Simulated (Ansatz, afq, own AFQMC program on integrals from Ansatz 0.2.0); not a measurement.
# Atomization energy of Ge2H3, doublet

```xyz
5

Ge   -0.0020    0.0000    1.2075
Ge   -0.0014    0.0000   -1.2815
H     1.5002    0.0000    1.5882
H    -0.6286    1.2435    1.8741
H    -0.6287   -1.2435    1.8741
```

Connectivity, by distances: GeH3–Ge.

Atoms in their ground-state spins without spin–orbit coupling (mostly on UHF) minus the molecule (UHF), without zero-point energy. The geometry is a stationary point, not shown to be a minimum.

Basis cc-pVDZ. Noble-gas cores (and the filled d shells of Ga–Kr and In–Xe) are frozen. Ansatz 0.2.0 and our own AFQMC program on the same integrals; the CISD trial comes from CCSD amplitudes, and released means the phaseless constraint is let go. Error bars are statistical, one sigma. No spin–orbit coupling. The errors of all members are added in quadrature.

No full CI on the walks' own integrals is used here. The released AFQMC energy serves as the reference, which it does only where one determinant dominates, the energy is flat over the last release times and near the phaseless one (40 meV or 2 meV an electron, half that with transition metals). On small molecules, where full CI could be run and the noise was under 10 meV, such values lay within 10 meV of it in 19 cases of 20, a flattering rate, since the rule was set on those same cases; what remains of the bias isn't in the error bar. Each member takes its own surest rung, up to full CI.

The best estimate is CCSD(T) at the basis-set limit (CBS: def2-TZVPP and def2-QZVPP, with their diffuse functions for anions and beside diffuse sets, CCSD(T) itself extrapolated) plus the step from CCSD(T) to AFQMC with the constraint released in cc-pVDZ. Rows without CBS are in cc-pVDZ, the functionals in def2-TZVP; B2PLYP and the wave-function rows carry a basis error of their own. Core correlation and relativity beyond core potentials are missing, and ± holds the sampling alone.

Cautions: inner d shell frozen; no relativity below Rb; no spin-orbit coupling; Ge₂H₃ (doublet): the released value is read at 1.50 1/Eh (meV from the phaseless value at times in 1/Eh: 3 ± 10 at 0.24, -4 ± 9 at 0.50, -1 ± 9 at 1.00, -5 ± 8 at 1.50).

Best estimate: 11.211 ± 0.008 eV.

| level | atomization energy (eV) | error against the best estimate (eV) |
| --- | --- | --- |
| HF | 7.906 | -3.305 ± 0.008 |
| MP2 | 9.909 | -1.302 ± 0.008 |
| CCSD | 10.160 | -1.051 ± 0.008 |
| CCSD(T) | 10.254 | -0.956 ± 0.008 |
| ph-AFQMC/CISD | 10.270 ± 0.010 | -0.941 ± 0.013 |
| released AFQMC | 10.270 ± 0.008 | -0.941 |
| HF/CBS | 8.039 | -3.172 ± 0.008 |
| MP2/CBS | 10.796 | -0.415 ± 0.008 |
| CCSD(T)/CBS | 11.196 | -0.015 ± 0.008 |
| PBE | 11.133 | -0.077 ± 0.008 |
| r2SCAN | 11.369 | 0.158 ± 0.008 |
| PBE0 | 11.079 | -0.132 ± 0.008 |
| B3LYP | 11.168 | -0.042 ± 0.008 |
| wB97M-V | 11.191 | -0.020 ± 0.008 |
| B2PLYP | 10.951 | -0.259 ± 0.008 |

Correlation beyond CCSD(T) changes it by less than twice the noise. Going to the basis-set limit adds 0.941 eV at CCSD(T). The perturbative (T) step is worth +0.095 eV.

Best estimates are given only where the step beyond CCSD(T) is under 0.3 eV and no member's determinant is very poor (T1 over 0.05, or 0.07 for open shells, ⟨S²⟩ too high by 0.3, two states mixed), so the hardest cases are missing from such tables.

The functionals ran in a triple-zeta set and keep a basis error of their own, a few kJ/mol for each bond in atomization energies and more for double hybrids, so close places among them and the extrapolated levels can swap.

Each member of a difference takes its own highest rung, so a best estimate needn't equal the limit plus the step of one row. A walk keeps the symmetry of its determinant, which the program's search chose and which needn't be the lowest solution, so a lower state of the same spin and another symmetry isn't excluded. Released energies are given only where the last usable release times agree within the noise; a slower fall can still hide under it.
